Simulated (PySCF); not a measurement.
**Computed spin Hamiltonian**

Species: C5H10N (doublet state).
Cartesian coordinates in Å at the GFN2-xTB level; atoms count from 1:
```
atom  x, y, z in Å
C1    -2.3923    0.7866   -0.5055
C2    -1.0728    0.5406    0.0938
C3    -0.4810   -0.8184   -0.2954
C4     0.9338   -0.9894    0.2615
C5     1.8811   -0.0076   -0.3418
N6     2.5804    0.7369    0.3854
H7    -3.1053    1.4239   -0.0216
H8    -2.6231    0.4100   -1.4828
H9    -0.3556    1.3167   -0.2269
H10   -1.1306    0.6221    1.1830
H11   -0.4591   -0.9052   -1.3845
H12   -1.1206   -1.6145    0.0903
H13    1.2922   -1.9952    0.0247
H14    0.9392   -0.8635    1.3444
H15    1.8999   -0.0082   -1.4431
H16    3.2063    1.3742   -0.1025
```

The hyperfine couplings belong to this conformer and change with its torsions.

As a line formula: `[H]/N=C/CCC[CH2]` [radical].

Method used: PySCF, UKS B3LYP, pcH-1 on C H N, non-relativistic, mean-field spin-orbit, GIAO. Geometry: GFN2-xTB, one conformer, isolated molecule. A GFN2-xTB geometry isn't a minimum of the functional, and hyperfine couplings can be far from their values at a DFT geometry. Stability of the SCF solution: not tested.

```json
{"g1, g2, g3": "2.00222, 2.00278, 2.00292", "g_iso": "2.00264", "Form of g": "rhombic: the two nearest values differ by 20 % of g3 − g1", "⟨S²⟩": "0.7536 (exact 0.7500)", "HOMO–LUMO gap, α and β orbitals": "5.42, 5.52 eV"}
```

Isotropic coupling and dipolar principal values T1 to T3, in MHz:

| atom | isotope | a_iso | T1 | T2 | T3 | Mulliken spin population |
| --- | --- | --- | --- | --- | --- | --- |
| C1 | 13C | 90.2 | -81.2 | -80.5 | 161.7 | 1.08 |
| C2 | 13C | -33.6 | -2.6 | 0.7 | 1.9 | -0.09 |
| C3 | 13C | 24.8 | -2.5 | -2.2 | 4.7 | 0.02 |
| C4 | 13C | 0.1 | -0.6 | -0.4 | 1.0 | 0.00 |
| C5 | 13C | 0.1 | -0.5 | 0.1 | 0.5 | 0.00 |
| N6 | 14N | 0.4 | -0.5 | -0.4 | 1.0 | 0.01 |
| H7 | 1H | -63.3 | -39.3 | -0.1 | 39.4 | -0.05 |
| H8 | 1H | -62.6 | -39.3 | 0.0 | 39.3 | -0.05 |
| H9 | 1H | 160.9 | -6.0 | -2.9 | 9.0 | 0.06 |
| H10 | 1H | 37.7 | -4.9 | -4.4 | 9.3 | 0.01 |
| H11 | 1H | -1.8 | -3.2 | -2.9 | 6.0 | 0.00 |
| H12 | 1H | -2.5 | -4.3 | -2.4 | 6.7 | 0.00 |
| H13 | 1H | -0.5 | -1.0 | -0.7 | 1.6 | 0.00 |
| H14 | 1H | 0.3 | -1.2 | -1.1 | 2.2 | 0.00 |
| H15 | 1H | 0.4 | -1.0 | -0.8 | 1.8 | 0.00 |
| H16 | 1H | -0.6 | -1.0 | -0.3 | 1.3 | 0.00 |

The Mulliken spin populations are largest on C1 (+1.08), C2 (-0.09) and H9 (+0.06). No atom but C1 exceeds +0.15. The angles at C1 add up to 359.7°, so it is planar; its axial dipolar tensor and the negative couplings of its protons fit spin in a p orbital normal to that plane.

Axes: g2 points within 8° of the C1–C2 bond.

Under fast tumbling the dipolar parts average out, and these isotropic splittings remain: 2 × 1H (H9/H10, I = 1/2, 3 lines) with 3.54 mT, 2 × 1H (H7/H8, I = 1/2, 3 lines) with 2.24 mT and 2 × 1H (H11/H12, I = 1/2, 3 lines) with 0.08 mT.

Means are taken over nuclei equivalent by connectivity, which assumes that they swap fast. The 1H value of +99.3 MHz is a mean of couplings from 37.7 to 160.9 MHz in this one geometry, not an average over conformers.

The 13C coupling of C1 (90.2 MHz) shows only in satellite lines or after enrichment, since that isotope makes up about 1.07 % of natural carbon.

Time: 42 s (with the writing of density and orbital grids); peak memory 0.90 GiB. Hardware: an Arm Neoverse V1 with one thread, shared host with 64 logical CPUs at a one-minute load of 20.
